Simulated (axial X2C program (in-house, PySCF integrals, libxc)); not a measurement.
# Worked dissociation energy of NaSi⁺: CCSD(T), scalar-relativistic

Calculated with an axial X2C code built on PySCF integrals. Spin-free means the one-electron spin-free X2C Hamiltonian. Basis: Si dyall-v3z [8s7p2d1f], Na dyall-cv3z [9s8p5d2f] (cores contracted in-house); Gaussian nuclei, density fitting, unrestricted open shells. Masses: Si 27.977 u, Na 22.990 u.

Molecular state: M_S = 1, Λ = 1 (beyond evenly filled blocks: σα, π+α).

Correlated methods: 12 electrons correlated (number of frozen shells: Si 2 s, 1 p; Na 1 s), 192 virtual spin orbitals or spinors in MP2, 90 natural virtuals in coupled cluster.

| Quantity | Value |
| --- | --- |
| E(Si) (2M_S = 2, M_L = 0) | -289.540528 hartree |
| E(Na+) (2M_S = 0, M_L = 0) | -162.161414 hartree |
| E(NaSi⁺) at Re | -451.719908 hartree |
| ωe | 148.4 cm⁻¹ |
| ωexe | 1.4 cm⁻¹ |

Q: Work out De and D0.

A: De = -289.540528 + (-162.161414) − (-451.719908) = 0.01797 hartree = 0.489 eV. The zero-point energy is ωe/2 − ωexe/4 = 74 cm⁻¹ = 0.009 eV, so D0 = 0.480 eV.

The state is a single determinant with fixed occupations, the lowest that a limited PBE0 search found. De is counted from the lowest determinant-based energies of the atoms at the same level, without counterpoise correction. CCSD and (T) use frozen natural virtuals with an MP2 correction for the truncation; (T) itself is uncorrected, so its De runs slightly low. PBE0 can misorder states that lie within some tenths of an eV, so this need not be the ground state of the molecule. The nearest other spin-free determinant of the search, M_S = 0, Λ = 1, lies 0.27 eV up at the distance of the search.

Each atomic determinant is the lowest at this level and need not be a pure term. Totals compare only within one Hamiltonian and basis.
